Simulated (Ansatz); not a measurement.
**CHP: basis-set convergence**

One table from this session's results is given with a row withheld; the runs are named, their logs left out.

Program: Ansatz 0.2.0, Gaussian basis. Level of theory: one geometry, several basis sets. These are calculated values, not measurements.

Levels to be run: PBE0-D4/def2-SVP; ωB97M-V/def2-SVP; PBE0-D4/def2-QZVPP; ωB97M-V/def2-QZVPP; CCSD(T)/cc-pV(D+d)Z; CCSD(T)/cc-pV(T+d)Z; CCSD(T)/cc-pV(Q+d)Z; the functionals' def2-TZVPP values are taken from earlier runs.

### The relaxed structure

The geometry comes from an earlier relaxation with PBE0-D4 in a triple-zeta def2 set; it is a stationary point.

SMILES `C#P`, 3 atoms, charge 0, spin multiplicity 1.

Atoms are counted from 1 here; the program's logs count them from 0.

Bond lengths: C1–P2 1.531 Å, C1–H3 1.073 Å. Angles: P2–C1–H3 179.9°.

Set-up of the first run:

The input, in.yaml:

```yaml
crystal:
  periodic: [false, false, false]
  atoms:
    - {symbol: C, position_ang: [-0.126940, 0.056227, -0.062799]}
    - {symbol: P, position_ang: [1.144679, -0.511040, 0.572542]}
    - {symbol: H, position_ang: [-1.017740, 0.454813, -0.509744]}
basis:
  gaussian: {orbitals: def2-SVP}
hamiltonian: {xc: pbe0, dispersion: d4}
output: {orbitals: {seedname: orbitals}}
```

Run with:

```
ansatz run in.yaml --threads 2 --pin off --events-out ev --progress --plain --max-ram 22528MiB --backend cpu
```

Among the steps run: PBE0-D4 in def2-SVP; ωB97M-V in def2-SVP; PBE0-D4 in def2-QZVPP; ωB97M-V in def2-QZVPP.

One table of the session follows, with a row left open; its other results are not shown here.

It belongs to the step «Density functionals: the series». 

```
functional       basis  HOMO (eV)
   PBE0-D4    def2-SVP      -8.11
   PBE0-D4  def2-TZVPP          ?
   PBE0-D4  def2-QZVPP      -8.16
   ωB97M-V    def2-SVP     -10.20
   ωB97M-V  def2-TZVPP     -10.26
   ωB97M-V  def2-QZVPP     -10.29
```

Q: Estimate the row for PBE0-D4, def2-TZVPP from the others.

**Answer.** HOMO (eV): -8.14. In the column «HOMO (eV)» it lies between PBE0-D4, def2-QZVPP (-8.16) and PBE0-D4, def2-SVP (-8.11).
